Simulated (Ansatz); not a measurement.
A plane-wave DFT run in Ansatz 0.2.0 (scalar-relativistic PAW potentials unless the input names others): input and command.

```yaml
crystal:
  lattice:
    - [-2.3674505621, 2.3674505621, 5.609309236]
    - [2.3674505621, -2.3674505621, 5.609309236]
    - [2.3674505621, 2.3674505621, -5.609309236]
  atoms:
    - { symbol: Ba, position: [0.0, 0.0, 0.0] }
    - { symbol: Cd, position: [0.75, 0.25, 0.5] }
    - { symbol: Cd, position: [0.25, 0.75, 0.5] }
    - { symbol: Ge, position: [0.3863145379, 0.3863145379, 0.0] }
    - { symbol: Ge, position: [0.6136854621, 0.6136854621, 0.0] }
basis:
  ecutwfc: 500
kpoints:
  mp_grid: { grid: [12, 12, 12] }
hamiltonian:
  xc: r2scan
  hubbard: { sites: [{ species: Ba, l: f, u_eff: 30.0 }] }
scf:
  occupations: { method: gaussian, width: 0.1 }
  max_iter: 80
output:
  forces: true
  eigenvalues: true
  stress: true
```

```bash
ansatz run input.yaml --threads 1 --pin off --max-ram 2560MiB --backend cpu --events-out ev --progress --plain --runs-dir out
```

**Question.** Will this input run?

**Answer.** The program refuses it, because of a U on a shell that isn't there (hamiltonian.hubbard: not typed → {"sites": [{"species": "Ba", "l": "f", "u_eff": 30.0}]}). Without that key it is accepted.

Abridged log:
```
Error: inconsistent input (hamiltonian.hubbard.sites[].l, hamiltonian.hubbard.sites[].shell): the file of Ba doesn't list 4f, and it can't be added: PBE doesn't bind the shell 4f of the free atom, whose level lies at +0.87 eV. Type an atom or ion with it (hamiltonian.pseudopotentials.projection_atoms), take another file or name another shell
```

Cost: 1 run of about 0.007 core-minutes, on Arm Neoverse V1 (shared hosts).